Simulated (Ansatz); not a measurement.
CF⁺, quintet: reading a ladder of total energies

Geometry: that of the CF⁺, triplet, kept fixed. The triplet lies 7.6 eV lower here.

```xyz
2

C     0.0000    0.0000    0.0000
F     0.0000    0.0000    1.2067
```

Basis 6-31G; Ansatz 0.2.0. Correlated methods freeze the noble-gas cores, which leaves 10 electrons in 16 orbitals. R marks a restricted (for open shells ROHF) determinant, U an unrestricted one.

Full CI is exact within this basis and frozen core; it isn't the basis-set limit. The frozen core follows each run's orbitals, which can shift R against U totals by a few meV.

UCCSD has a T1 diagnostic of 0.008 and a largest doubles amplitude of 0.04.

Runs differ by some tens of microhartree through their thresholds and, for an open shell, their frozen cores, so the step to full CI, which has another core, is uncertain by up to 0.1 kcal/mol.

```tsv
level	total energy (hartree)
UHF	-136.443206
UMP2	-136.533934
UCCSD	-136.544424
UCCSD(T)	-136.545497
UCCSDT	-136.545700
UCCSDT(Q)	-136.545737
UCCSDTQ	-136.545737
full CI	-136.545681
```

Problem. What is the correlation energy at full CI, and what share of it do UMP2 and UCCSD recover?

Solution. E(corr) = -136.545681 − (-136.443206) = -0.102475 hartree = -2.788 eV. UMP2: -0.090728 / -0.102475 = 88.54 %. UCCSD: -0.101218 / -0.102475 = 98.77 %.

Problem. By how many kcal/mol does UCCSD(T) miss full CI (1 hartree = 627.509 kcal/mol), and which steps make up the rest?

Solution. -136.545497 − (-136.545681) = 0.000184 hartree = 0.12 kcal/mol. Steps: UCCSDT − UCCSD(T) = -0.13, UCCSDT(Q) − UCCSDT = -0.02, UCCSDTQ − UCCSDT(Q) = 0.00, full CI − UCCSDTQ = 0.04 kcal/mol. That is within 1 kcal/mol of the reference in this basis, which itself misses far more of the correlation at the basis-set limit.
